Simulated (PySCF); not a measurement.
Compound: 1-methyl-1,2,3-triazole, C3H5N3.
Bonds: C1–N2, N2–C3 (aromatic), C3–C4 (aromatic), C4–N5 (aromatic), N5–N6 (aromatic), N2–N6 (aromatic). Hydrogens: H7, H8, H9 on C1; H10 on C3; H11 on C4.

Probes without a nucleus sit at each ring's centroid and 1 Å off its mean plane on both sides; NICS is minus the shielding there, NICSzz its component along the normal. Level: GIAO PBE0/pcSseg-1 (PySCF, non-relativistic, gas phase) on the GFN2-xTB geometry, one conformer.

Ring bond lengths (Å), with Mayer bond orders in brackets: N2–C3 1.352 (1.15), C3–C4 1.376 (1.45), C4–N5 1.346 (1.36), N5–N6 1.278 (1.48), N6–N2 1.327 (1.18).

Give the NICS values of each ring in ppm.

```tsv
ring	type	NICS(0)	NICS(1), two faces	NICS(1)zz, two faces	rms pucker (Å)	centre to ring atoms, mean (Å)
N2–C3–C4–N5–N6	5-membered ring with 3 N; formal bonds all aromatic	-13.5	-13.4 / -13.4	-34.3 / -34.4	0.00	1.14
```

What can be read from them?

- N2–C3–C4–N5–N6: mean NICS(1)zz -34.4 ppm, shielded. The ring is flat and has no four-coordinate atom; by the NICS criterion it is aromatic.

What does the geometric index give? Use HOMA with the parameters of Krygowski (1993).

- N2–C3–C4–N5–N6: HOMA 0.95; the largest term is that of N5–N6, α(R − Ropt)² = 0.13. The geometric and the magnetic index point the same way.

Give the inner angles of the rings and the Hirshfeld charges of the ring atoms.

- N2–C3–C4–N5–N6: N2 109.8° (+0.045 e), C3 104.1° (-0.032 e), C4 107.9° (-0.045 e), N5 109.2° (-0.148 e), N6 109.0° (-0.082 e); sum 540.0° against 540° for a flat convex ring.

What are the shieldings of the ring atoms and their hydrogens in the same run (means over atoms taken as equivalent)?

```
atoms                          environment  σ isotropic (ppm)  principal values of the symmetric part, first atom (ppm)
   N2                pyrrole-type nitrogen                9.9                                       -157.0, 62.3, 124.4
   C3  aromatic CH next to a ring nitrogen               57.8                                        -22.9, 51.5, 144.7
   C4  aromatic CH next to a ring nitrogen               47.8                                        -32.3, 51.7, 124.1
   N5               pyridine-type nitrogen             -117.7                                     -366.5, -175.1, 188.6
   N6               pyridine-type nitrogen             -137.8                                     -381.8, -132.9, 101.3
  H10                    aromatic hydrogen              24.15                                          22.4, 23.0, 27.0
  H11                    aromatic hydrogen              23.89                                          21.9, 23.7, 26.1
```
